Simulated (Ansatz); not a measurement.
Bulk modulus B0 (GPa) of solids drawn from the class of intermetallic compounds, at two levels: PBE (plane waves, PAW; Ansatz, a quantum-chemistry and plane-wave program), and PBEsol (Ansatz, plane waves, PAW).

| solid | PBE | PBEsol | shift (%) |
|---|---|---|---|
| fluorite AuAl₂ | 105 | 115 | +9.5 |
| CsCl-type PdIn | 109 | 136 | +25 |
| CsCl-type RuAl | 203 | 219 | +7.9 |
| L1₂ (Cu3Au-type) Pt₃Ti | 235 | 266 | +13.2 |
| L1₂ (Cu3Au-type) Ni₃Fe | 195 | 224 | +14.9 |
| L1₀ (CuAu-type) TiAl | 113 | 120 | +6.2 |
| antifluorite Mg₂Ge | 49.6 | 52.5 | +5.8 |
| L1₂ (Cu3Au-type) Ni₃Al | 182 | 203 | +11.5 |
| L1₂ (Cu3Au-type) Cu₃Au | 142 | 171 | +20 |
| L1₀ (CuAu-type) CuAu | 140 | 171 | +22 |

The shifts run from +5.8 % to +25 %, with a median of +12.4 %.

Over all 10 rows PBEsol is the larger in 10.

Ansatz's runs of these crystals have no spin polarisation, but for L1₂ (Cu3Au-type) Ni3Fe, L1₂ (Cu3Au-type) Ni3Al.

Density-functional runs with spin start from parallel moments for L1₂ (Cu3Au-type) Ni3Fe, parallel moments for L1₂ (Cu3Au-type) Ni3Al.

Spin–orbit coupling is left out, also for the solids with elements from indium on (fluorite AuAl2, CsCl-type PdIn, L1₂ (Cu3Au-type) Pt3Ti, L1₂ (Cu3Au-type) Cu3Au, L1₀ (CuAu-type) CuAu); its size isn't shown.

Each level is taken at its own relaxed cell. Ansatz's density-functional and Hartree–Fock values are scalar-relativistic unless marked +SOC, with PAW data made under PBE.
